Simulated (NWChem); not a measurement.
# C2H2F (SMILES C=[C]F) at UB3LYP/6-311+G(d,p), part 1 of 2

Aim: the vertical ionisation energy of C2H2F at UB3LYP/6-311+G**, from 2 runs. 

The calculation is run with NWChem 7.3.0.

**1. The molecule**

The species is C2H2F (5 atoms), meant as a doublet with charge 0. SMILES: `C=[C]F`. Geometry: relaxed at PBE0-D4/def2-TZVP.

Bond lengths: C1–C2 1.309 Å, C2–F3 1.302 Å, C1–H4 1.087 Å, C1–H5 1.080 Å. Angles: C1–C2–F3 130.3°, C2–C1–H4 120.7°, C2–C1–H5 119.9°, H4–C1–H5 119.4°.

**2. A single-point energy at UB3LYP/6-311+G(d,p)**

The input, input.nw:

```
start input
title "C2H2F"
memory total 2200 mb
charge 0

geometry noautosym nocenter noautoz
 C      0.488200    -0.200400     0.008400
 C     -0.592700     0.393700     0.447100
 F     -1.725600     0.629500    -0.148900
 H      0.534700    -0.590400    -1.005400
 H      1.345200    -0.306200     0.657500
end

basis spherical bse
 * library 6-311+G**
end

dft
 xc b3lyp
 mult 2
 grid xfine
 convergence energy 1e-08
 maxiter 100
 mulliken
 noprint "final vectors analysis"
end

task dft energy
```

Command:

```console
$ nwchem input.nw > input.out
```

The program printed:

```text
Northwest Computational Chemistry Package (NWChem) 7.3.0
             --------------------------------------------------------

           Job information
           ---------------

    nwchem branch   = 7.3.0
    use scalapack   = T
    input           = input.nw
    prefix          = input.
    data base       = ./input.db
    status          = startup
    nproc           =        1

           Memory information
           ------------------

    heap     =     72089596 doubles =      550.0 Mbytes
    stack    =     72089601 doubles =      550.0 Mbytes
    global   =    144179200 doubles =     1100.0 Mbytes (distinct from heap & stack)
    total    =    288358397 doubles =     2200.0 Mbytes
    verify   = yes
    hardfail = no

           Directory information
           ---------------------

  0 permanent = .
  0 scratch   = .

                                NWChem Input Module
                                -------------------

                                       C2H2F
                                       -----

 Scaling coordinates for geometry "geometry" by  1.889725989
 (inverse scale =  0.529177249)

                             Geometry "geometry" -> ""
                             -------------------------

 Output coordinates in angstroms (scale by  1.889725989 to convert to a.u.)

  No.       Tag          Charge          X              Y              Z
 ---- ---------------- ---------- -------------- -------------- --------------
    1 C                    6.0000     0.48820000    -0.20040000     0.00840000
    2 C                    6.0000    -0.59270000     0.39370000     0.44710000
    3 F                    9.0000    -1.72560000     0.62950000    -0.14890000
    4 H                    1.0000     0.53470000    -0.59040000    -1.00540000
    5 H                    1.0000     1.34520000    -0.30620000     0.65750000

      Atomic Mass
      -----------

      C                 12.000000
      F                 18.998400
      H                  1.007825

 Effective nuclear repulsion energy (a.u.)      60.9611441547

            Nuclear Dipole moment (a.u.)
            ----------------------------
        X                 Y               Z
 ---------------- ---------------- ----------------
   -26.9805628020    11.2036184685     1.9747636581

            XYZ format geometry
            -------------------
     5
 geometry
 C                     0.48820000    -0.20040000     0.00840000
 C                    -0.59270000     0.39370000     0.44710000
 F                    -1.72560000     0.62950000    -0.14890000
 H                     0.53470000    -0.59040000    -1.00540000
 H                     1.34520000    -0.30620000     0.65750000

 ==============================================================================
                                internuclear distances
 ------------------------------------------------------------------------------
       center one      |      center two      | atomic units |  angstroms
 ------------------------------------------------------------------------------
    2 C                |   1 C                |     2.47385  |     1.30911
    3 F                |   2 C                |     2.45975  |     1.30165
    4 H                |   1 C                |     2.05455  |     1.08722
    5 H                |   1 C                |     2.04141  |     1.08027
 ------------------------------------------------------------------------------
                         number of included internuclear distances:          4
 ==============================================================================

 ==============================================================================
                                 internuclear angles
 ------------------------------------------------------------------------------
        center 1       |       center 2       |       center 3       |  degrees
 ------------------------------------------------------------------------------
    2 C                |   1 C                |   4 H                |   120.70
    2 C                |   1 C                |   5 H                |   119.88
    4 H                |   1 C                |   5 H                |   119.42
    1 C                |   2 C                |   3 F                |   130.35
 ------------------------------------------------------------------------------
                            number of included internuclear angles:          4
 ==============================================================================

 Summary of "ao basis" -> "" (spherical)
 ------------------------------------------------------------------------------
       Tag                 Description            Shells   Functions and Types
 ---------------- ------------------------------  ------  ---------------------
 *                         6-311+G**                  on all atoms

                                 NWChem DFT Module
                                 -----------------

                                       C2H2F

                      Basis "ao basis" -> "ao basis" (spherical)
                      -----
  [basis functions not shown]

 Summary of "ao basis" -> "ao basis" (spherical)
 ------------------------------------------------------------------------------
       Tag                 Description            Shells   Functions and Types
 ---------------- ------------------------------  ------  ---------------------
 C                         6-311+G**                10       22   5s4p1d
 F                         6-311+G**                10       22   5s4p1d
 H                         6-311+G**                 4        6   3s1p

 Summary of "ao basis" -> "ao basis" (spherical)
 ------------------------------------------------------------------------------
       Tag                 Description            Shells   Functions and Types
 ---------------- ------------------------------  ------  ---------------------
 C                         6-311+G**                10       22   5s4p1d
 F                         6-311+G**                10       22   5s4p1d
 H                         6-311+G**                 4        6   3s1p

  Caching 1-el integrals
  itol2e modified to match energy
  convergence criterion.
  tol_rho modified to match energy
  convergence criterion.

            General Information
            -------------------
          SCF calculation type: DFT
          Wavefunction type:  spin polarized.
          No. of atoms     :     5
          No. of electrons :    23
           Alpha electrons :    12
            Beta electrons :    11
          Charge           :     0
          Spin multiplicity:     2
          Use of symmetry is: off; symmetry adaption is: off
          Maximum number of iterations: 100
          AO basis - number of functions:    78
                     number of shells:    38
          Convergence on energy requested:  1.00D-08
          Convergence on density requested:  1.00D-05
          Convergence on gradient requested:  5.00D-04

              XC Information
              --------------
                         B3LYP Method XC Potential
                     Hartree-Fock (Exact) Exchange  0.200
                        Slater Exchange Functional  0.800 local
                    Becke 1988 Exchange Functional  0.720 non-local
              Lee-Yang-Parr Correlation Functional  0.810
                  VWN I RPA Correlation Functional  0.190 local

             Grid Information
             ----------------
          Grid used for XC integration:  xfine
          Radial quadrature: Mura-Knowles
          Angular quadrature: Lebedev.
          Tag              B.-S. Rad. Rad. Pts. Rad. Cut. Ang. Pts.
          ---              ---------- --------- --------- ---------
          C                   0.70      100          11.0      1454
          F                   0.50      100          11.0      1454
          H                   0.35      100          11.0      1202
          Grid pruning is: on
          Number of quadrature shells:   500
          Spatial weights used:  Erf1

          Convergence Information
          -----------------------
          Convergence aids based upon iterative change in
          total energy or number of iterations.
          Levelshifting, if invoked, occurs when the
          HOMO/LUMO gap drops below (HL_TOL):  1.00D-02
          DIIS, if invoked, will attempt to extrapolate
          using up to (NFOCK): 10 stored Fock matrices.

                    Damping( 0%)  Levelshifting(0.5)       DIIS
                  --------------- ------------------- ---------------
          dE  on:    start            ASAP                start
          dE off:    2 iters        100 iters           100 iters

      Screening Tolerance Information
      -------------------------------
          Density screening/tol_rho:  1.00D-11
          AO Gaussian exp screening on grid/accAOfunc:  18
          CD Gaussian exp screening on grid/accCDfunc:  20
          XC Gaussian exp screening on grid/accXCfunc:  20
          Schwarz screening/accCoul:  1.00D-09

      Superposition of Atomic Density Guess
      -------------------------------------

 Sum of atomic energies:        -175.74572748

      Non-variational initial energy
      ------------------------------

 Total energy =    -176.879885
 1-e energy   =    -361.383021
 2-e energy   =     123.541992
 HOMO         =      -0.171630
 LUMO         =       0.059122

   Time after variat. SCF:      0.2

     ---------------------------------------------
      Total Density - Mulliken Population Analysis
     ---------------------------------------------

    Atom       Charge   Shell Charges
 -----------   ------   -------------------------------------------------------
    1 C    6     6.48   1.10  0.89  0.62  0.82  1.56  0.49  1.02 -0.11  0.04  0.04
    2 C    6     5.78   1.10  0.89  0.42  0.81  1.09  0.60  0.55  0.17  0.05  0.10
    3 F    9     9.16   1.08  0.92  1.16  1.10  2.46  0.84  1.68 -0.08  0.00  0.00
    4 H    1     0.80   0.23  0.43  0.11  0.03
    5 H    1     0.79   0.23  0.44  0.09  0.03

     --------------------------------------------
      Spin Density - Mulliken Population Analysis
     --------------------------------------------

    Atom       Charge   Shell Charges
 -----------   ------   -------------------------------------------------------
    1 C    6    -0.04   0.00 -0.00  0.02  0.02  0.04 -0.02 -0.01 -0.09 -0.02  0.01
    2 C    6     0.92   0.00 -0.00  0.11  0.05  0.24  0.18  0.16  0.17  0.00  0.00
    3 F    9     0.04   0.00 -0.00  0.03  0.00  0.05 -0.00  0.00 -0.02 -0.02  0.00
    4 H    1     0.08   0.02  0.03  0.03  0.00
    5 H    1     0.00   0.00  0.00 -0.00  0.00
   Time prior to 1st pass:      0.2

 Grid_pts file          = ./input.gridpts.0
 Record size in doubles =  12289        No. of grid_pts per rec  =   3070
 Max. records in memory =    262        Max. recs in file   = *********

 Grid integrated density:      22.999999611663
 Requested integration accuracy:   0.10E-07

           Memory utilization after 1st SCF pass:
           Heap Space remaining (MW):       35.31            35312452
          Stack Space remaining (MW):       72.09            72088772

   convergence    iter        energy       DeltaE   RMS-Dens  Diis-err    time
 ---------------- ----- ----------------- --------- --------- ---------  ------
 d= 0,ls=0.0,diis     1   -177.1275593713 -2.38D+02  1.11D-02  1.95D-01     2.2
                                                     4.03D-03  1.61D-01
 Grid integrated density:      22.999999629747
 Requested integration accuracy:   0.10E-07
 d= 0,ls=0.0,diis     2   -177.1134766477  1.41D-02  4.42D-03  1.94D-01     4.1
                                                     3.21D-03  1.98D-01
 d= 0,ls=0.0,diis     3   -177.1843480287 -7.09D-02  1.96D-03  2.80D-02     6.1
                                                     9.20D-04  2.30D-02
 d= 0,ls=0.0,diis     4   -177.1952775582 -1.09D-02  4.09D-04  8.64D-04     8.0
                                                     2.82D-04  1.17D-03
 d= 0,ls=0.0,diis     5   -177.1957492197 -4.72D-04  1.69D-04  3.19D-04    10.0
                                                     7.88D-05  2.41D-04
  Resetting Diis
 d= 0,ls=0.0,diis     6   -177.1958716309 -1.22D-04  5.11D-05  3.15D-05    11.9
                                                     6.95D-05  4.53D-05
 d= 0,ls=0.0,diis     7   -177.1958996012 -2.80D-05  7.67D-05  6.91D-06    13.9
                                                     2.64D-05  3.01D-06
 d= 0,ls=0.0,diis     8   -177.1959063473 -6.75D-06  2.97D-05  5.12D-06    15.8
                                                     2.30D-05  9.51D-06
 d= 0,ls=0.0,diis     9   -177.1959107501 -4.40D-06  2.34D-05  1.53D-06    17.7
                                                     1.62D-05  4.28D-07
 d= 0,ls=0.0,diis    10   -177.1959132966 -2.55D-06  1.97D-05  2.81D-07    19.7
                                                     2.16D-05  6.52D-07
 d= 0,ls=0.0,diis    11   -177.1959144855 -1.19D-06  3.59D-06  3.47D-08    21.6
                                                     2.44D-06  1.73D-08
 d= 0,ls=0.0,diis    12   -177.1959145146 -2.91D-08  7.29D-07  2.79D-09    23.6
                                                     6.21D-07  4.14D-09
 d= 0,ls=0.0,diis    13   -177.1959145163 -1.75D-09  8.63D-07  2.28D-09    25.5
                                                     3.95D-07  1.58D-09

         Total DFT energy =     -177.195914516320
      One electron energy =     -362.923079550256
           Coulomb energy =      146.763613233708
    Exchange-Corr. energy =      -21.997592354463
 Nuclear repulsion energy =       60.961144154691

 Numeric. integr. density =       22.999999999614

     Total iterative time =     25.3s

     ---------------------------------------------
      Total Density - Mulliken Population Analysis
     ---------------------------------------------

    Atom       Charge   Shell Charges
 -----------   ------   -------------------------------------------------------
    1 C    6     6.31   1.10  0.89  0.66  0.76  1.46  0.46  0.90 -0.02  0.06  0.04
    2 C    6     5.95   1.10  0.88  0.60  0.80  1.32  0.49  0.56  0.04  0.04  0.12
    3 F    9     9.05   1.08  0.92  1.18  1.10  2.34  0.85  1.60 -0.04  0.03  0.01
    4 H    1     0.84   0.27  0.47  0.08  0.03
    5 H    1     0.84   0.27  0.47  0.07  0.03

     --------------------------------------------
      Spin Density - Mulliken Population Analysis
     --------------------------------------------

    Atom       Charge   Shell Charges
 -----------   ------   -------------------------------------------------------
    1 C    6    -0.13   0.00 -0.00 -0.01  0.01 -0.02 -0.02 -0.07 -0.01 -0.01  0.01
    2 C    6     0.98   0.00 -0.00  0.17  0.09  0.34  0.15  0.19  0.04  0.01 -0.00
    3 F    9     0.07  -0.00  0.00  0.04  0.01  0.06 -0.01 -0.01 -0.00 -0.02  0.00
    4 H    1     0.07   0.01  0.03  0.02 -0.00
    5 H    1     0.01   0.00  0.01 -0.00 -0.00

     -------------------------------------------
      Total Density - Lowdin Population Analysis
     -------------------------------------------

    Atom       Charge   Shell Charges
 -----------   ------   -------------------------------------------------------
    1 C    6     6.16   1.05  0.92  0.63  0.49  1.43  0.31  1.01  0.07  0.15  0.09
    2 C    6     5.93   1.05  0.93  0.59  0.56  1.30  0.31  0.78  0.07  0.12  0.24
    3 F    9     9.07   1.03  0.96  1.19  0.96  2.29  0.63  1.53  0.14  0.33  0.01
    4 H    1     0.92   0.27  0.42  0.17  0.07
    5 H    1     0.93   0.27  0.42  0.16  0.07

     ------------------------------------------
      Spin Density - Lowdin Population Analysis
     ------------------------------------------

    Atom       Charge   Shell Charges
 -----------   ------   -------------------------------------------------------
    1 C    6    -0.01   0.00  0.00 -0.01  0.01 -0.02 -0.00 -0.03  0.01  0.00  0.02
    2 C    6     0.83   0.00  0.00  0.18  0.06  0.34  0.05  0.15  0.02  0.00  0.01
    3 F    9     0.13   0.00  0.00  0.04  0.01  0.06 -0.00  0.00  0.01  0.00  0.00
    4 H    1     0.04   0.02  0.02  0.01 -0.00
    5 H    1     0.01   0.01  0.01 -0.00 -0.00

   alpha - beta orbital overlaps
   -----------------------------

   alpha      1      2      3      4      5      6      7      8      9     10
    beta      1      2      3      4      5      6      7      9      8     10
 overlap   1.000  1.000  1.000  1.000  0.997  0.991  0.841  0.841  1.000  0.997

   alpha     11     12     13     14     15     16     17     18     19     20
    beta     11     12     13     14     15     16     17     18     19     20
 overlap   0.996  0.971  0.995  0.980  0.987  0.999  1.000  0.973  0.986  0.998

   alpha     21     22     23     24     25     26     27     28     29     30
    beta     21     22     23     24     25     26     27     28     29     30
 overlap   0.983  0.969  0.980  0.960  0.959  1.000  0.997  0.998  0.995  0.987

   alpha     31     32     33     34     35     36     37     38     39     40
    beta     31     32     33     35     34     36     37     38     39     40
 overlap   0.991  0.989  0.706  0.711  0.989  1.000  0.998  0.995  0.996  0.998

   alpha     41     42     43     44     45     46     47     48     49     50
    beta     41     42     43     44     45     46     47     48     49     50
 overlap   0.994  0.986  0.988  0.983  0.988  0.993  0.999  0.994  1.000  0.999

   alpha     51     52     53     54     55     56     57     58     59     60
    beta     51     52     53     54     55     56     57     58     59     60
 overlap   0.997  0.999  0.997  0.970  0.969  0.998  0.999  0.999  0.997  0.980

   alpha     61     62     63     64     65     66     67     68     69     70
    beta     61     62     63     64     65     66     67     68     69     70
 overlap   0.998  0.980  0.998  0.997  0.999  1.000  1.000  1.000  1.000  1.000

   alpha     71     72     73     74     75     76     77     78
    beta     71     72     73     74     75     76     77     78
 overlap   1.000  1.000  1.000  1.000  1.000  1.000  1.000  1.000

     --------------------------
     Expectation value of S2:
     --------------------------
      <S2> =      0.7595 (Exact =     0.7500)

 center of mass
 --------------
 x =  -1.34939018 y =   0.56151327 z =   0.09598978

 moments of inertia (a.u.)
 ------------------
          37.499564453000          56.400587787058         -13.331000736495
          56.400587787058         167.717776070502          -0.097226162264
         -13.331000736495          -0.097226162264         175.512312384320

     Multipole analysis of the density
     ---------------------------------

     L   x y z        total         alpha         beta         nuclear
     -   - - -        -----         -----         ----         -------
     0   0 0 0     -0.000000    -12.000000    -11.000000     23.000000

     1   1 0 0      0.384126     14.367546     12.997144    -26.980563
     1   0 1 0     -0.188178     -6.200926     -5.190871     11.203618
     1   0 0 1     -0.093313     -1.682644     -0.385432      1.974764

     2   2 0 0    -13.309844    -66.073197    -63.055264    115.818617
     2   1 1 0     -0.170187     22.986170     21.450027    -44.606384
     2   1 0 1      0.125863     -1.056486     -2.724347      3.906696
     2   0 2 0    -13.607568    -17.000559    -15.104129     18.497120
     2   0 1 1      0.427691     -1.714498      0.018449      2.123741
     2   0 0 2    -12.533515    -13.150714     -9.533517     10.150715

 Task  times  cpu:       25.5s     wall:       25.5s
 Total times  cpu:       25.6s     wall:       25.6s
```

Run time: 27 s. Hardware: 1 thread of AMD EPYC 7R13 (Zen 3), shared host; peak memory 0.12 GiB.

(Continued in part 2 of 2.)
